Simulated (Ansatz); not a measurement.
# H2S + CH3O radical: a complex and its separated parts

The complex below is one end of an elementary step. How strongly is it bound against its free parts?

Program: Ansatz 0.2.0, Gaussian basis. Level of theory: PBE0-D4/def2-TZVP structures, single points in def2-TZVPP, no counterpoise correction. These are calculated values, not measurements.

Levels: SPW92, PBE-D4, BLYP-D4, r2SCAN-D4, B97M-V, PBE0-D4, B3LYP-D4, r2SCAN0-D4, BHLYP-D4, CAM-B3LYP-D4, wB97X-V, wB97M-V, B2PLYP, PBE-QIDH, RPA on PBE, Hartree-Fock, MP2, CCSD, CCSD(T).

Correlated methods freeze the cores. Orbitals are unrestricted. B3LYP uses VWN-RPA correlation. B2PLYP carries no dispersion term here.

### Step 1. Starting geometry

The complex: 8 atoms, charge 0, spin multiplicity 2.

Atoms are counted from 1 here; the program's logs count them from 0.

Bond lengths: H1–S2 1.348 Å, S2–H5 1.341 Å, O3–C4 1.357 Å, C4–H6 1.099 Å, C4–H7 1.099 Å, C4–H8 1.109 Å. Angles: H1–S2–H5 92.5°, O3–C4–H6 113.1°, O3–C4–H7 113.2°, O3–C4–H8 105.2°, H6–C4–H7 112.3°, H6–C4–H8 105.9°, H7–C4–H8 106.3°.

Geometry (Å):

```xyz
8

H     1.0132   -0.8554   -0.7988
S     1.7977   -0.2412   -1.7062
O    -0.5664   -0.9524    0.7668
C    -1.1108    0.2878    0.6905
H     2.7989   -0.0900   -0.8267
H    -0.4372    1.0278    0.2351
H    -1.5277    0.6365    1.6454
H    -1.9677    0.1870   -0.0060
```

Its parts: H2S holds atoms 1, 2, 5; CH3O radical holds atoms 3, 4, 6, 7, 8. Each part counts its atoms afresh in its own runs.

### Step 2. Relaxing H2S alone

File relax-a/in.yaml:

```yaml
crystal:
  periodic: [false, false, false]
  atoms:
    - {symbol: H, position_ang: [1.013236, -0.855359, -0.798789]}
    - {symbol: S, position_ang: [1.797653, -0.241195, -1.706174]}
    - {symbol: H, position_ang: [2.798884, -0.090015, -0.826722]}
basis:
  gaussian: {orbitals: def2-TZVP}
hamiltonian: {xc: pbe0, dispersion: d4}
relax: {f_tol: 0.005, max_steps: 200}
```

No record of the launch command was kept for these runs.

Further steps of the session: Relaxing CH3O radical alone; wB97M-V/def2-TZVPP; CCSD(T)/def2-TZVPP; Vibrations of H2S; Vibrations of CH3O radical.

What does the calculation give? Wanted: complex less parts, CCSD(T)/def2-TZVPP; with zero-point energy; largest T1 diagnostic.

The runs gave:

| quantity | value |
| --- | --- |
| complex less parts, CCSD(T)/def2-TZVPP | -11.0 kJ/mol |
| with zero-point energy | -5.4 kJ/mol |
| largest T1 diagnostic | 0.019 |

What this shows: At CCSD(T) the complex lies 11.0 kJ/mol below its parts. The functionals run from PBE-QIDH, off by +0.5 kJ/mol, to SPW92, off by -14.8 kJ/mol, against CCSD(T). By rung, the mean size of the error is: LDA 14.8, GGA 4.9, meta-GGA 2.6, hybrid 2.1, range-separated hybrid 2.0, double hybrid 1.0 kJ/mol. PBE-D4 gives a relative energy 5.9 kJ/mol too low, an error of 54 % of the reference. No counterpoise was applied, and triple zeta lacks some correlation, so the CCSD(T) reference has a basis error of its own, and close matches with it are partly luck.
